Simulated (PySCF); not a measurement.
# Spin-Hamiltonian simulation

Molecule: `C#C[C@H]1C=CC1`, C6H6.

Molfile (atoms numbered from 1):
```
C6H6
     RDKit          3D

 12 12  0  0  0  0  0  0  0  0999 V2000
    2.6566    0.4465    0.1765 C   0  0  0  0  0  0  0  0  0  0  0  0
    1.5417    0.0301   -0.0514 C   0  0  0  0  0  0  0  0  0  0  0  0
    0.2029   -0.4711   -0.3158 C   0  0  1  0  0  0  0  0  0  0  0  0
   -0.6568   -0.8703    0.8734 C   0  0  0  0  0  0  0  0  0  0  0  0
   -1.6238    0.0125    0.5922 C   0  0  0  0  0  0  0  0  0  0  0  0
   -0.9210    0.5847   -0.6116 C   0  0  0  0  0  0  0  0  0  0  0  0
    3.6459    0.8148    0.3745 H   0  0  0  0  0  0  0  0  0  0  0  0
    0.2527   -1.2516   -1.0961 H   0  0  0  0  0  0  0  0  0  0  0  0
   -0.5053   -1.6237    1.6501 H   0  0  0  0  0  0  0  0  0  0  0  0
   -2.5862    0.2441    1.0560 H   0  0  0  0  0  0  0  0  0  0  0  0
   -1.4241    0.4557   -1.5843 H   0  0  0  0  0  0  0  0  0  0  0  0
   -0.5827    1.6282   -0.5195 H   0  0  0  0  0  0  0  0  0  0  0  0
  1  2  3  0
  2  3  1  0
  3  4  1  0
  4  5  2  0
  5  6  1  0
  6  3  1  0
  1  7  1  0
  3  8  1  6
  4  9  1  0
  5 10  1  0
  6 11  1  0
  6 12  1  0
M  END
```

Level of theory: σ from GIAO-PBE0/pcSseg-1, J couplings at B3LYP/pcJ-1 (without the spin–dipole term), structure optimised with PBE0-D3(BJ)/def2-SVP, in PySCF (no solvent model, one conformer, non-relativistic Hamiltonian).

Referencing at the same level of theory: ¹H (31.27 ppm) against TMS.

The 6-spin Hamiltonian (Zeeman plus full scalar coupling among like nuclei) was diagonalised exactly; lines are Lorentzian, 1.0 Hz wide, and the maxima above 3 % are listed with the tallest set to 100.

Peak list at 400 MHz for the spins H7/H8/H9/H10/H11/H12:
| Hz | ppm | height |
| --- | --- | --- |
| 2520.6 | 6.301 | 16 |
| 2518.9 | 6.297 | 32 |
| 2517.2 | 6.293 | 42 |
| 2515.7 | 6.289 | 48 |
| 2515.0 | 6.287 | 45 |
| 2513.3 | 6.283 | 39 |
| 2511.7 | 6.279 | 20 |
| 2491.7 | 6.229 | 24 |
| 2490.2 | 6.225 | 48 |
| 2488.9 | 6.222 | 55 |
| 2487.2 | 6.218 | 50 |
| 2485.7 | 6.214 | 39 |
| 2484.2 | 6.210 | 19 |
| 1415.9 | 3.540 | 9 |
| 1413.4 | 3.534 | 19 |
| 1411.8 | 3.529 | 26 |
| 1410.8 | 3.527 | 26 |
| 1409.4 | 3.523 | 32 |
| 1408.1 | 3.520 | 33 |
| 1406.8 | 3.517 | 33 |
| 1405.4 | 3.513 | 27 |
| 1404.3 | 3.511 | 27 |
| 1402.7 | 3.507 | 20 |
| 1400.2 | 3.501 | 9 |
| 1172.2 | 2.931 | 16 |
| 1171.0 | 2.928 | 23 |
| 1169.7 | 2.924 | 16 |
| 1167.0 | 2.918 | 16 |
| 1165.8 | 2.914 | 22 |
| 1164.5 | 2.911 | 15 |
| 1156.5 | 2.891 | 21 |
| 1155.2 | 2.888 | 30 |
| 1153.9 | 2.885 | 21 |
| 1151.3 | 2.878 | 21 |
| 1150.0 | 2.875 | 28 |
| 1148.8 | 2.872 | 20 |
| 1050.2 | 2.626 | 20 |
| 1048.6 | 2.622 | 39 |
| 1047.8 | 2.619 | 31 |
| 1047.0 | 2.617 | 31 |
| 1046.2 | 2.615 | 38 |
| 1044.5 | 2.611 | 20 |
| 1034.5 | 2.586 | 15 |
| 1032.8 | 2.582 | 30 |
| 1032.0 | 2.580 | 24 |
| 1031.2 | 2.578 | 24 |
| 1030.4 | 2.576 | 29 |
| 1028.7 | 2.572 | 15 |
| 854.0 | 2.135 | 100 |
| 850.1 | 2.125 | 99 |

Task: Extract the chemical shifts and coupling constants behind this pattern (give the signs of the calculation).

Result: 
Shifts (ppm): H7 2.13, H8 3.52, H9 6.22, H10 6.29, H11 2.90, H12 2.60.
Couplings (Hz): H7–H8: -3.9; H7–H10: -0.3; H7–H11: -0.2; H8–H9: 1.7; H8–H10: -2.5; H8–H11: 5.2; H8–H12: 2.5; H9–H10: 3.3; H9–H11: -1.1; H9–H12: -1.6; H10–H11: 1.6; H10–H12: 1.7; H11–H12: -15.8.
These are the parameters used. A line list fixes at most the relative signs, and those only where coupling is strong; other parameter sets or atom labellings may fit too, and couplings well below the line width leave little trace.

Unscaled 3J(H,H) at this level run about 10 % above measured values.
